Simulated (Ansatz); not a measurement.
Born–Oppenheimer molecular dynamics of C2H6Si (9 atoms, charge 0, multiplicity 1). It starts at the highest image of a converged band, a first-order saddle point between two minima.

All numbers below come from RKS B3LYP/STO-3G (Ansatz 0.2.0).

| Item | Value |
| --- | --- |
| ensemble | NVE (velocity Verlet) |
| time step | 0.5 fs |
| steps asked | 200 |
| starting velocities drawn for | 100 K |
| seed | 3533 |

First frame:

```xyz
9
Properties=species:S:1:pos:R:3
C -0.635 0.652 -0.622
C 0.533 -0.263 -0.222
Si 1.302 -0.629 1.367
H -1.427 0.084 -1.140
H -0.271 1.418 -1.332
H -1.075 1.160 0.250
H 0.950 -0.764 -1.120
H 0.475 -1.722 0.646
H 0.238 0.020 2.158
```

Q: How far do the bonds stretch over the last three quarters of this one trajectory? (Pairs bonded in most of those frames.)

A: 
```json
{"bond": "C1–C2", "mean (Å)": "1.589", "spread (Å)": "0.053", "shortest": "1.49", "longest": "1.69"}
{"bond": "C1–H4", "mean (Å)": "1.107", "spread (Å)": "0.009", "shortest": "1.09", "longest": "1.13"}
{"bond": "C1–H5", "mean (Å)": "1.105", "spread (Å)": "0.008", "shortest": "1.09", "longest": "1.13"}
{"bond": "C1–H6", "mean (Å)": "1.104", "spread (Å)": "0.013", "shortest": "1.08", "longest": "1.13"}
{"bond": "C2–Si3", "mean (Å)": "1.957", "spread (Å)": "0.099", "shortest": "1.77", "longest": "2.09"}
{"bond": "C2–H7", "mean (Å)": "1.112", "spread (Å)": "0.028", "shortest": "1.05", "longest": "1.16"}
{"bond": "C2–H8", "mean (Å)": "1.152", "spread (Å)": "0.099", "shortest": "0.98", "longest": "1.33"}
{"bond": "Si3–H9", "mean (Å)": "1.495", "spread (Å)": "0.010", "shortest": "1.48", "longest": "1.51"}
```

Mean temperature of the second half: 1066 K. The conserved energy stayed within 0.9 meV per atom of its start (net change -0.18 meV per atom), so the integration is sound. The system heated up, since it started high on the potential surface and ran downhill. A run of 0.1 ps of so small a system gives no equilibrium averages. The orbitals stay closed-shell, which can raise the energy where a bond breaks towards radicals; this wasn't checked here. Limits of this set-up: minimal basis.

Time of the run: 3.4 min on 1 thread of Arm Neoverse V2, on a shared host, peak memory 0.09 GiB.
